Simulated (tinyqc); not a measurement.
Geometry optimisation on the unrestricted B3LYP (VWN-RPA form)/sto-6g surface (energies and gradients from PySCF), for NH, spin multiplicity 3, step by step. One step of it, computed by the program tinyqc.

Problem. Step 1: move. Quasi-Newton step p = -H^(-1) g (first H = 0.3 times the unit matrix); steps longer than 0.3 bohr are cut back (factor 0.447 here).

positions at the start (bohr), order 1N, 2H:
```
[[0.000000, 0.000000, 0.000000],
 [0.000000, 0.000000, 1.840593]]
```

gradient (hartree/bohr), order 1N, 2H:
```
[[0.00000000, 0.00000000, 0.14250667],
 [0.00000000, 0.00000000, -0.14250667]]
```

Give: positions after step 1.

Solution.

positions after step 1 (bohr), order 1N, 2H:
```
[[0.000, 0.000, -0.212],
 [0.000, 0.000, 2.053]]
```
